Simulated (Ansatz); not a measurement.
A made-up structure of C$_{3}$H (charge -1), closed shell:

C1  (1.042, -0.300, 0.304)
C2  (-0.225, -0.288, 1.065)
C3  (-0.146, 0.105, -0.245)
H4  (-0.656, -0.471, 2.016)
(Å)

It is relaxed with PBE-D4/def2-SVPD and then PBE0-D4/def2-TZVPD (Ansatz 0.2.0). Atoms count as bonded within 1.22 times the sum of their covalent radii (H–H: 0.88 Å). The end point is not checked to be a true minimum.

**Question.** Does its bonding change? (A judgement: the text doesn't fix the answer.)

**Answer.** Computed: No: no bond forms or breaks.

Where it ends: The first stage lowers the energy by 0.45 eV in 6 steps. It ends as C₃H ([C]1[C][CH]1), total charge -1:
```
4
angstrom
C 1.0448 -0.3187 0.3647
C -0.1426 -0.2881 1.0469
C -0.2215 0.1201 -0.2582
H -0.6665 -0.4666 1.9862
```

Labels in which every atom is bracketed show which atoms are joined, not bond orders.

For scale, one of the runs: PBE0-D4/def2-TZVPD relaxation, 120 basis functions, launched by `ansatz run in.yaml --threads 2 --pin off --events-out ev --progress --plain --max-ram 4352MiB`. Hardware: 2 CPU threads of an Arm Neoverse V2, shared host. Wall time about 6.5 s.
